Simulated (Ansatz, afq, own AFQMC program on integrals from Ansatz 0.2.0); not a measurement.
## HBr + Cl, doublet in cc-pVTZ along one coordinate

```xyz
3

Br    0.0000    0.0000   -1.5332
H     0.0000    0.0000   -0.1126
Cl    0.0000    0.0000    1.6458
```

A hydrogen atom is moved from one rigid fragment to the other; the Br1–H2 distance tells how far. The two fragments are held close together, so this isn't a minimum-energy path and the start is a compressed complex. Energies in mEh count from this geometry (1.421 Å) at the same level; the start stands on UHF, each point on the determinant named.

Basis cc-pVTZ. Only valence electrons are correlated. AFQMC by an in-house program on the Cholesky factors that Ansatz 0.2.0 writes for its CCSD(T) run. The CISD trial takes its coefficients from CCSD amplitudes. Released means that phaseless walkers are propagated on without the constraint, phases kept. Error bars are statistical, one sigma. No spin–orbit coupling.

Cautions, each for one point or more: inner d shell frozen; no relativity below Rb; no spin-orbit coupling; unrestricted determinant slightly spin contaminated.

```tsv
r(Br1–H2) / Å	det.	T1	weight	⟨S²⟩	CCSD(T)	ph-AFQMC/CISD	CCSDT(Q)	PBE0	HF
1.537	UHF	0.015	0.85	0.80	-0.7	-0.9 ± 0.3	-0.8	-3.3	4.3
1.596	UHF	0.016	0.85	0.82	-1.3	-1.4 ± 0.3	-1.5	-4.5	5.5
1.654	UHF	0.015	0.85	0.82	-3.2	-3.0 ± 0.3	-3.4	-6.3	4.1
1.712	UHF	0.014	0.85	0.80	-6.5	-7.0 ± 0.3	-6.6	-8.7	0.2
1.829	UHF	0.010	0.86	0.77	-14.3	-14.3 ± 0.3	-14.2	-13.6	-11.5
```

Weight is that of the determinant in the CISD state; at the start T1 is 0.012 and the weight 0.86, and ⟨S²⟩ is 0.77. Largest departures from CCSDT(Q), at the points where its series has closed: CCSD(T) 0.2 mEh at 1.596 (on UHF), ph-AFQMC/CISD -0.4 mEh at 1.712 (on UHF) (within the noise), PBE0 -3.0 mEh at 1.596, HF 7.6 mEh at 1.654 (on UHF). Functionals count only at points shown to share the start's state and spin. In total energy ph-AFQMC/CISD lies 24 ± 6 meV above CCSDT(Q) at the start, so its agreement along the curve rests in part on cancellation.

Some points may be missing: those where a free walk finds a much lower state, and past Zn most of those on another determinant than at the start.

A walk keeps the symmetry of its determinant, which the program's search chose and which needn't be the lowest solution, so a lower state of the same spin and another symmetry isn't excluded.
